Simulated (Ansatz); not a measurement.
# One shape, several levels: HF (hydrogen fluoride)

Aim: a comparison of 6 runs (BHLYP/3-21G, PBE/3-21G, SVWN5/cc-pVDZ, UPBE/cc-pVDZ, CCSD/cc-pVDZ, UCCSD(T)/cc-pVDZ) of HF (hydrogen fluoride). 

The calculation is run with Ansatz 0.2.0.

57 further runs of the same task are left out: 1 that didn't finish, 56 set aside as unsound or not needed.

### Step 1. The structure to begin with

HF: 2 atoms, total charge 0, spin state singlet. SMILES: `F`. The H2–F1 distance was set to 1.840 Å, away from the relaxed value.

### Step 2. The energy at BHLYP/3-21G (run 1)

input.yaml reads:

```yaml
crystal:
  periodic: [false, false, false]
  atoms:
    - symbol: F
      position_ang: [-1.169981, 0.433793, -0.589190]
    - symbol: H
      position_ang: [0.390000, -0.144600, 0.196400]
basis:
  gaussian: {orbitals: 3-21G.json}
hamiltonian: {xc: {name: BHLYP}}
accuracy: high
```

The basis set 3-21G is read from a file made from the Basis Set Exchange's data (not shown).

On the command line:

```console
ansatz run input.yaml --threads 1 --pin off --max-ram 2610MiB --events-out events.jsonl --progress --plain --runs-dir runs
```

The log of the run:

```text
Warning: RAYON_NUM_THREADS=1 ignored (pool sized by the plan → 1); use --threads N
Functional definition: BHLYP
  name "BHLYP"
  parameter a = 0.5
  exchange = (1 - a)*b88_x + a*exact_x
  correlation = lyp_c
147 factors; integrals over basis functions are off by at most 3.5e-9 eV
mean field evaluation 1: about -2706.4943 eV, gradient 4.1e1 eV
mean field evaluation 2: about -2695.9411 eV, gradient 8.4e1 eV
mean field evaluation 4: about -2711.4945 eV, gradient 7.1e0 eV
mean field evaluation 8: about -2711.5940 eV, gradient 1.2e-1 eV
mean field evaluation 16: about -2711.5940 eV, gradient 9.6e-7 eV
mean field -2711.59398663 eV, -99.6492410243 hartree, gradient 3.1e-9 eV, S^2 0.000000; 0 other end points of the search recorded, 0 dependent functions left out
reference -2711.59399659 eV, -99.6492413902 hartree; 5, 5 occupied and 6, 6 virtual orbitals, 147 factors
Total energy: -2711.59399659 eV, -99.6492413902 hartree
```

Wall time 0.2 s (1 thread of Arm Neoverse V2, shared host).

### Step 3. A single-point energy at PBE/3-21G (run 2)

molecule.yaml reads:

```yaml
basis:
  gaussian: {orbitals: 3-21G.json}
crystal:
  periodic: [false, false, false]
  atoms:
    - {symbol: F, position_ang: [-1.169981, 0.433793, -0.589190]}
    - {symbol: H, position_ang: [0.390000, -0.144600, 0.196400]}
hamiltonian: {xc: {name: PBE}}
accuracy: high
```

The basis set 3-21G is read from a file made from the Basis Set Exchange's data (not shown).

On the command line:

```console
ansatz run molecule.yaml --threads 1 --pin off --max-ram 2610MiB --events-out events.jsonl --progress --plain --runs-dir runs
```

The log of the run:

```text
Warning: RAYON_NUM_THREADS=1 ignored (pool sized by the plan → 1); use --threads N
Functional definition: PBE
  name "PBE"
  parameter kappa = 0.804
  parameter beta = 0.06672455060314922
  exchange = pbe_x(kappa = kappa, mu = beta*pi^2/3)
  correlation = pbe_c(beta = beta)
147 factors; integrals over basis functions are off by at most 3.5e-9 eV
mean field evaluation 1: about -2706.0793 eV, gradient 4.3e1 eV
mean field evaluation 2: about -2681.5344 eV, gradient 9.3e1 eV
mean field evaluation 4: about -2710.5943 eV, gradient 6.6e0 eV
mean field evaluation 8: about -2710.7078 eV, gradient 3.0e-1 eV
mean field evaluation 16: about -2710.7080 eV, gradient 1.2e-7 eV
mean field -2710.70804002 eV, -99.6166830869 hartree, gradient 3.0e-8 eV, S^2 0.000000; 0 other end points of the search recorded, 0 dependent functions left out
reference -2710.70804090 eV, -99.6166831191 hartree; 5, 5 occupied and 6, 6 virtual orbitals, 147 factors
Total energy: -2710.70804090 eV, -99.6166831191 hartree
```

Run time: 0.2 s. Hardware: 1 thread of Arm Neoverse V2, shared host.

Run 3 isn't shown in full; the table further down has it.

### Step 4. The energy at UPBE/cc-pVDZ (run 4)

input.yaml reads:

```yaml
crystal:
  periodic: [false, false, false]
  atoms:
    - {symbol: F, position_ang: [-1.169981, 0.433793, -0.589190]}
    - {symbol: H, position_ang: [0.390000, -0.144600, 0.196400]}
basis:
  gaussian:
    orbitals: cc-pVDZ
magnetization:
  spin_polarized: true
hamiltonian:
  xc: {name: PBE}
accuracy: high
```

On the command line:

```console
ansatz run input.yaml --threads 1 --pin off --max-ram 2610MiB --events-out events.jsonl --progress --plain --runs-dir runs
```

The log of the run, cut to the lines that bear on the results:

```text
Warning: RAYON_NUM_THREADS=1 ignored (pool sized by the plan → 1); use --threads N
[... 6 set-up lines as earlier in the session ...]
297 factors; integrals over basis functions are off by at most 2.0e-9 eV
mean field evaluation 1: about -2720.7047 eV, gradient 3.1e1 eV
mean field evaluation 2: about -2687.4991 eV, gradient 8.0e1 eV
mean field evaluation 4: about -2725.7839 eV, gradient 2.0e0 eV
mean field evaluation 8: about -2725.7998 eV, gradient 6.6e-2 eV
mean field evaluation 16: about -2725.7998 eV, gradient 1.2e-7 eV
mean field evaluation 32: about -2717.0913 eV, gradient 2.1e1 eV
mean field -2725.86774643 eV, -100.1737920218 hartree, gradient 1.8e-8 eV, S^2 0.303303; 7 other end points of the search recorded, 0 dependent functions left out
reference -2725.86774823 eV, -100.1737920878 hartree; 5, 5 occupied and 14, 14 virtual orbitals, 297 factors
Total energy: -2725.86774823 eV, -100.1737920878 hartree
```

Wall time 1.1 s (1 thread of Arm Neoverse V2, shared host).

Run 5 isn't shown in full; the table further down has it.

### Step 5. A single-point energy at UCCSD(T)/cc-pVDZ (run 6)

Changes to input.yaml since step 4:

```diff
@@ -10,4 +10,9 @@
   spin_polarized: true
-hamiltonian:
-  xc: {name: PBE}
+  initial_magnetization: 0
+scf:
+  omitted_lower_state_checks: [cluster_reference, increment]
 accuracy: high
+total_charge: 0
+correlation:
+  method: ccsd_t
+  frozen_orbitals: {F: 1, H: 0}
```

On the command line:

```console
ansatz run input.yaml --threads 1 --pin off --max-ram 2610MiB --events-out events.jsonl --progress --plain --runs-dir runs
```

The log of the run:

```text
Warning: RAYON_NUM_THREADS=1 ignored (pool sized by the plan → 1); use --threads N
[... 15 lines left out ...]
1 core orbitals not correlated: weight in the atoms' cores, before any rotation towards them, 1.000 or more for the frozen orbitals, at most 0.000 for the correlated occupied ones
[... 32 lines left out ...]
Total energy: -2722.71620673 eV, -100.0579750741 hartree
Checks for a lower state left out: cluster_reference, increment
```

It took 0.36 s on 1 thread of Arm Neoverse V2, shared host.

### Step 6. Overview of the runs

```tsv
run	level	frozen core orbitals	energy (Eh)	wall time
1	BHLYP/3-21G	–	-99.649241	0.2 s
2	PBE/3-21G	–	-99.616683	0.2 s
3	SVWN5/cc-pVDZ	–	-99.611761	0.2 s
4	UPBE/cc-pVDZ	–	-100.173792	1.1 s
5	CCSD/cc-pVDZ	1	-100.052664	0.14 s
6	UCCSD(T)/cc-pVDZ	1	-100.057975	0.36 s
```

### Step 7. Results

```
                                         quantity          value
                              run 6: total energy  -100.05798 Eh
run 6: correlation energy (1 core orbital frozen)     -178.9 mEh
                            run 6: (T) correction      -6.61 mEh
         run 6: ⟨S²⟩ of the reference determinant          0.880
                             run 6: T1 diagnostic          0.077
```

**Reading.** Totals of different functionals can't be ranked against each other. In run 5 the T1 diagnostic is large, so a single reference may not serve. In run 5 the log says that unrestricted orbitals would lower the reference, so the values rest on an unstable closed-shell determinant (other closed-shell runs at this shape may share the fault). In runs 1, 2, 3, 5 a closed-shell determinant meets a far-stretched bond, which it describes badly. Spin contamination of the reference: run 6 ⟨S²⟩ = 0.88, run 4 ⟨S²⟩ = 0.30. Where it is this large, the reference is a mixture of spin states, and values that rest on it are in doubt. All runs together took 2.2 s, the longest 1.1 s.
